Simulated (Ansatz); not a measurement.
How close CCSD(T) comes to the exact answer in a basis

Each species is computed at the geometry given (Å), with frozen cores, in Ansatz 0.2.0: RHF-CCSD(T) for singlets, UHF-CCSD(T) otherwise, and full CI in the same basis. The program picks the determinant by trial CCSD, so it needn't be the lowest Hartree–Fock solution. States: HfH2 Σ⁺ or Δ, HAlC Σ⁻ or Δ, H2Al–C⁺ B1. Cases whose determinant has another symmetry than full CI's state, or whose (Q) step broke down, weren't drawn. No spin–orbit coupling is included; scalar relativity enters only through core potentials past Kr.

Problem. Judging by size, spin and bonding and the diagnostics given, rank them by the size of CCSD(T)'s error in total energy against full CI in the same basis, smallest first (an estimate).
A. HAlC, triplet, 6-31G: Al 0.000 0.000 0.111; C 0.000 0.000 -1.813; H 0.000 0.000 1.702. T1 0.065, (T) -146 meV in a correlation energy of -3.29 eV
B. H₂Al–C⁺, quintet, 6-31G: Al 0.000 0.000 0.528; C 0.000 0.000 -1.397; H 0.000 1.399 1.263; H 0.000 -1.399 1.263. T1 0.031, (T) -48 meV in a correlation energy of -2.26 eV
C. HfH2, singlet, def2-SVP: Hf 0.000 0.000 0.079; H 0.000 0.000 -2.069; H 0.000 0.000 1.991. T1 0.011, (T) -78 meV in a correlation energy of -2.80 eV

Solution. B (24.9 meV), C (35.6 meV), A (68.7 meV).

```
         species     basis  correlated electrons  CCSD(T) − full CI (meV)  CCSDT(Q) − full CI (meV)  unpaired electrons (full CI)     T1  ⟨S²⟩ of the determinant
H2Al–C⁺, quintet     6-31G                     8                     24.9                      -0.7                          4.05  0.031                     6.09
   HfH2, singlet  def2-SVP                     6                     35.6                       0.3                          0.43  0.011                     0.00
   HAlC, triplet     6-31G                     8                     68.7                      -5.3                          2.12  0.065                     2.11
```

Unpaired electrons are Σ n²(2−n)² over natural occupations; an open shell counts its own unpaired electrons too. Frozen cores follow each run's orbitals, which moves totals by a few meV.
